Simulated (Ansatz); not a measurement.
Input file:

```yaml
crystal:
  periodic: [false, false, false]
  atoms:
    - {symbol: Si, position_ang: [0.000000, 0.000000, 0.000000]}
    - {symbol: As, position_ang: [0.000000, 0.000000, 2.172600]}
basis:
  gaussian: {orbitals: cc-pVTZ}
magnetization: {spin_polarized: false, initial_magnetization: 1}
correlation: {method: ccsdt_q, electrons: outside_noble_gas}
```

```sh
$ ansatz run in.yaml --threads 1 --pin off --events-out ev --progress --plain --max-ram 2393MiB
```

**Question.** Roughly how long does this take on 1 thread of Arm Neoverse V1, shared host, and how much host memory?

**Answer.** 1.8 min wall and 0.78 GiB.

```
847 factors; integrals over basis functions are off by at most 1.5e-7 eV
mean field evaluation 1: about -68655.9478 eV, gradient 1.2e1 eV
mean field evaluation 2: about -68656.1025 eV, gradient 1.2e1 eV
mean field evaluation 4: about -68656.9982 eV, gradient 1.2e0 eV
mean field evaluation 8: about -68657.0134 eV, gradient 9.5e-2 eV
mean field evaluation 16: about -68657.0776 eV, gradient 6.6e-1 eV
mean field evaluation 32: about -68657.8620 eV, gradient 1.8e-3 eV
mean field evaluation 64: about -68657.0137 eV, gradient 5.1e-6 eV
mean field evaluation 96: about -68657.8620 eV, gradient 2.3e-6 eV
mean field evaluation 128: about -68657.8569 eV, gradient 4.4e-1 eV
mean field evaluation 160: about -68657.8620 eV, gradient 6.7e-4 eV
...
cycle  11  -6.53407367 eV  change   -2.0e-4 eV  update   2.4e-4
cycle  12  -6.53419988 eV  change   -1.3e-4 eV  update   1.4e-4
cycle  13  -6.53438539 eV  change   -1.9e-4 eV  update   9.0e-5
cycle  14  -6.53441080 eV  change   -2.5e-5 eV  update   4.3e-5
cycle  15  -6.53440129 eV  change    9.5e-6 eV  update   2.1e-5
cycle  16  -6.53438246 eV  change    1.9e-5 eV  update   1.1e-5
cycle  17  -6.53438264 eV  change   -1.7e-7 eV  update   4.8e-6
cycle  18  -6.53438834 eV  change   -5.7e-6 eV  update   2.8e-6
cycle  19  -6.53439048 eV  change   -2.1e-6 eV  update   1.6e-6
cycle  20  -6.53439143 eV  change   -9.5e-7 eV  update   1.0e-6
perturbative correction -0.03191636 eV, -0.0011729046 hartree
Total energy: -68664.42828158 eV, -2523.3711969270 hartree
```
